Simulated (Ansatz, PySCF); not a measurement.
Species: oxosilicon, SiO (charge 0, singlet). 
Geometry from a B3LYP-D3(BJ)/def2-TZVP (Ansatz, a program for electronic structure) optimisation:
```xyz
2

Si     0.0000     0.0000    -0.5502
O      0.0000     0.0000     0.9629
```
Charge 0, spin multiplicity 1.

Dipole moments at this geometry, in debye (magnitudes).

| level | program | dipole (D) |
|---|---|---|
| SVWN5/def2-TZVPD | Ansatz | 2.98 |
| PBE/def2-TZVPD | Ansatz | 2.90 |
| revPBE/def2-TZVPD | Ansatz | 2.85 |
| BP86/def2-TZVPD | PySCF | ___ |
| TPSS/def2-TZVPD | PySCF | 2.87 |
| r2SCAN/def2-TZVPD | Ansatz | 2.95 |
| B97M-V/def2-TZVPD | Ansatz | 3.03 |
| PBE0/def2-TZVPD | Ansatz | 3.15 |
| BHLYP/def2-TZVPD | Ansatz | 3.48 |
| TPSSh/def2-TZVPD | PySCF | 2.98 |
| r2SCAN0/def2-TZVPD | Ansatz | 3.20 |
| PW6B95/def2-TZVPD | PySCF | 3.23 |
| MN15/def2-TZVPD | PySCF | 3.24 |
| CCSD(T)/aug-cc-pV(D+d)Z | Ansatz | ___ |

Q: Complete the blanks.

A: 
- BP86/def2-TZVPD, dipole (D): 2.91
- CCSD(T)/aug-cc-pV(D+d)Z, dipole (D): 3.01

Measured: 3.10 D (NIST CCCBDB, as tabulated in the package chemicals), a vibrational average. This is an older compilation, not checked against later work.
